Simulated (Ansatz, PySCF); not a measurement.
Breaking a bond: CH, doublet.

Computed with: UKS-PBE = unrestricted PBE/cc-pVTZ run with Ansatz (a first-principles code); UKS-PBE0 = unrestricted PBE0/cc-pVTZ run with PySCF; FCI = full CI/cc-pVTZ, frozen core (Ansatz).

Energies relative to the lowest point of each curve near equilibrium, in kcal/mol; the last columns give the error against full CI:

| R / Å | UKS-PBE | UKS-PBE0 | FCI | UKS-PBE − FCI | UKS-PBE0 − FCI |
|---|---|---|---|---|---|
| 0.89 | 29.8 | 28.2 | 28.2 | 1.6 | 0.0 |
| 0.95 | 14.8 | 13.6 | 13.6 | 1.3 | 0.0 |
| 1.01 | 6.0 | 5.1 | 5.1 | 0.9 | 0.0 |
| 1.06 | 1.9 | 1.4 | 1.4 | 0.5 | 0.0 |
| 1.08 | 1.0 | 0.6 | 0.6 | 0.4 | 0.0 |
| 1.13 | 0.0 | 0.0 | 0.0 | 0.0 | 0.0 |
| 1.15 | 0.0 | 0.2 | 0.2 | -0.2 | 0.0 |
| 1.19 | 0.8 | 1.3 | 1.2 | -0.5 | 0.0 |
| 1.25 | 3.0 | 4.1 | 4.0 | -1.0 | 0.1 |
| 1.29 | 5.2 | 6.6 | 6.5 | -1.3 | 0.1 |
| 1.39 | 11.9 | 14.2 | 13.8 | -1.9 | 0.4 |
| 1.54 | 23.9 | 27.5 | 26.3 | -2.4 | 1.2 |

UKS-PBE is furthest from FCI at 1.54 (-2.4 kcal/mol, below); its mean absolute error over the points is 1.0 kcal/mol.

UKS-PBE0 is furthest from FCI at 1.54 (1.2 kcal/mol, above); its mean absolute error over the points is 0.1 kcal/mol.

The scan ran from 0.89 to 4.53 Å; beyond the distances shown one of the unrestricted levels run for this scan, shown here or not, changes its spin distribution in one step. The unrestricted determinant behind UKS-PBE is spin-contaminated at 0.89 to 1.08 Å (<S²> up to 1.0, against 0.75 for a pure doublet). The unrestricted determinant behind UKS-PBE0 is spin-contaminated at 0.89 to 1.19 Å (<S²> up to 1.0, against 0.75 for a pure doublet).
